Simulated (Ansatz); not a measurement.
Compare A (`SC1=CC1`) with its isomer B (`C=C1CS1`).

Calculated with Ansatz (gas phase, PBE0-D4/def2-TZVP geometries, no zero-point term in ΔE). CCSD(T)/CBS is the MP2 limit (def2-TZVPP, def2-QZVPP) plus CCSD(T) − MP2 in def2-TZVPP, frozen cores. DFT in def2-TZVPP. B3LYP here is the variant with VWN-RPA as its local correlation; programs differ in this. Each species was taken in one conformer, which may not be the lowest.

A:

```xyz
8

S    -1.6538   -0.4161    1.3382
C    -0.2107   -0.0522    0.5012
C     1.0428    0.2646    0.5277
C     0.4372    0.1085   -0.8342
H    -2.4126   -0.6064    0.2477
H     1.9359    0.4906    1.0812
H     0.2065    0.9920   -1.4329
H     0.6546   -0.7810   -1.4289
```

B:

Z-matrix (Å, degrees):
```
C
C 1 1.450
S 1 1.833 2 62.2
H 1 1.086 2 118.9 3 105.1
H 1 1.086 2 118.9 3 -105.0
C 2 1.317 1 146.0 3 -180.0
H 6 1.082 2 121.6 1 -180.0
H 6 1.084 2 120.1 1 0.0
```

(1) Which isomer does CCSD(T)/CBS put lower? Give the gap. (Best estimate.)

(2) Give E(B) − E(A) in kJ/mol with CCSD(T)/def2-TZVPP, ωB97M-V, B3LYP, CCSD(T)/def2-SVP, HF/def2-TZVPP, r2SCAN-D4, B2PLYP. (Estimate.)

(3) Does the order hold for the free energy at 298.15 K (harmonic terms from PBE0-D4)? (An estimate is asked.)

Largest T1 diagnostic: 0.012.

Results:

(1) The calculation gave: B, by 103.5 kJ/mol.

(2) Computed: CCSD(T)/def2-TZVPP -103.1, ωB97M-V -100.5, B3LYP -103.0, CCSD(T)/def2-SVP -91.3, HF/def2-TZVPP -98.4, r2SCAN-D4 -106.1, B2PLYP -103.6. None reverses the order clearly.

(3) Ansatz gave: Yes: G(B) − G(A) = -94.3 kJ/mol, for one conformer each.

Leaving LDA and LC-ωPBE aside and taking each functional with its dispersion term where it has one, the values, not all of them listed here, spread over 8.3 kJ/mol, from r2SCAN-D4 to ωB97X-V. In def2-TZVPP, CCSD(T) changes the Hartree–Fock value by −4.7 kJ/mol (the triples alone add −2.4 kJ/mol) and MP2 by −4.3 kJ/mol.
